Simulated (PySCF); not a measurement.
PySCF input:

```python
from pyscf import gto, scf, dft

mol = gto.M(
    atom='''
    C     0.00789295    0.76166946   -0.01439154
    C    -0.00789295   -0.76166946    0.01439154
    O     1.03758682    1.37942623   -0.02599294
    H    -0.99194739    1.23600258   -0.02342361
    O    -1.03758682   -1.37942623    0.02599294
    H     0.99194739   -1.23600258    0.02342361
    ''',
    basis='def2-tzvpd',
    charge=0,
    spin=0,
    verbose=4,
)

mf = dft.RKS(mol, xc='m062x').density_fit(auxbasis='def2-universal-jkfit')
mf.grids.level = 4
mf.conv_tol = 1e-9
mf.max_cycle = 100
mf.max_memory = 1500
mf.kernel()
if not mf.converged:
    mf = mf.newton()
    mf.kernel(mf.make_rdm1())
mf.analyze()
```

Q: What final total energy does it print?

A: -227.82419 Eh (M06-2X/def2-TZVPD).
